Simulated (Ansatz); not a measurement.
**CH4 (triplet): the correlation ladder at distance H1–H2 along a hydrogen transfer = 0.996 Å, cc-pVDZ**

How much of the correlation energy of CH4 (triplet) does each wave-function method recover here?

The runs use Ansatz 0.2.0, Gaussian basis; cc-pVDZ, core rule «outside noble gas», up to 1 orbitals frozen.

Plan: UHF; CCSD(T) on ROHF; CCSD(T) on UHF; BCCD(T) on ROHF; CISD; CCSDT(Q) on ROHF; CCSDT(Q) on UHF; CISDTQ; CCSDTQ on ROHF; CCSDTQ on UHF; CASSCF and MRCISD+Q, 4 electrons in 4 orbitals; CASSCF and NEVPT2, 4 electrons in 4 orbitals; CASSCF and MRCISD+Q, 8 electrons in 8 orbitals; CASSCF and NEVPT2, 8 electrons in 8 orbitals; Full CI.

## (1) The geometry

The geometry derives from fragments relaxed apart (PBE0/def2-TZVP) and kept rigid, so it is no stationary point. A hydrogen atom is moved between rigid fragments.

5 atoms, charge 0, spin multiplicity 3.

Atoms are counted from 1 here; the program's logs count them from 0.

Bond lengths: H2–C3 1.132 Å, C3–H4 1.079 Å, C3–H5 1.079 Å. Angles: H2–C3–H4 112.6°, H2–C3–H5 112.6°, H4–C3–H5 134.8°.

## (2) UHF

The input, in.yaml:

```yaml
crystal:
  periodic: [false, false, false]
  atoms:
    - {symbol: H, position_ang: [-1.975257, 0.000000, 0.000000]}
    - {symbol: H, position_ang: [-0.979257, 0.000000, 0.000000]}
    - {symbol: C, position_ang: [0.152743, 0.000000, 0.000000]}
    - {symbol: H, position_ang: [0.567211, 0.000000, 0.996161]}
    - {symbol: H, position_ang: [0.567211, 0.000000, -0.996161]}
basis:
  gaussian: {orbitals: cc-pVDZ}
magnetization: {spin_polarized: true, initial_magnetization: 2}
hamiltonian: {xc: hf}
output: {orbitals: {seedname: orbitals}}
```

Launch:

```sh
ansatz run in.yaml --threads 1 --pin off --events-out ev --progress --plain --max-ram 2764MiB --backend cpu
```

Further steps of the session: CCSD(T) on ROHF; CCSD(T) on UHF; BCCD(T) on ROHF; CISD; CCSDT(Q) on ROHF; CCSDT(Q) on UHF; CISDTQ; CCSDTQ on ROHF; CCSDTQ on UHF; CASSCF and MRCISD+Q, 4 electrons in 4 orbitals; CASSCF and NEVPT2, 4 electrons in 4 orbitals; CASSCF and MRCISD+Q, 8 electrons in 8 orbitals; CASSCF and NEVPT2, 8 electrons in 8 orbitals; Full CI.

Before running them: what should the planned runs give, taken together? Wanted: FCI below the RHF energy; RMP2 from FCI; UMP2 from FCI; RCCSD from FCI; RCCSD(T) from FCI; UCCSD(T) from FCI; RCCSDT(Q) from FCI; UCCSDT(Q) from FCI; NEVPT2 pair from FCI.

The runs gave:

```
                         quantity                                                                                                                         value
         FCI below the RHF energy                                                                                                                    -4.7236 eV
                    RMP2 from FCI                                                                                                                  +75.9 kJ/mol
                    UMP2 from FCI                                                                                                                  +77.1 kJ/mol
                   RCCSD from FCI                                                                                                                  +10.0 kJ/mol
                RCCSD(T) from FCI                                                                                                                   +1.7 kJ/mol
                UCCSD(T) from FCI                                                                                                                   +1.6 kJ/mol
               RCCSDT(Q) from FCI                                                                                                                    0.0 kJ/mol
               UCCSDT(Q) from FCI                                                                                                                    0.0 kJ/mol
             NEVPT2 pair from FCI                                                                                                                  +74.3 kJ/mol
           MRCISD+Q pair from FCI                                                                                                                   +1.1 kJ/mol
          NEVPT2 valence from FCI                                                                                                                  +66.4 kJ/mol
levels within 1 kcal/mol (43 meV)  RCCSD(T), UCCSD(T), BCCD(T), RCCSDT, UCCSDT, CISDTQ, RCCSDT(Q), UCCSDT(Q), RCCSDTQ, UCCSDTQ, MRCISD+Q pair, MRCISD+Q valence
                    T1 diagnostic                                                                                                                         0.023
   effectively unpaired electrons                                                                                                                          2.03
```

**Reading.** RCCSD(T) lands +1.7 kJ/mol from the yardstick (0.4 % of the correlation energy). One determinant dominates. Of the multireference levels listed MRCISD+Q valence comes nearest in total energy (+0.9 kJ/mol), which doesn't show that its space is the better one. These misses are within one basis, not against nature; the frozen cores of restricted and unrestricted runs differ, which can shift their rows.
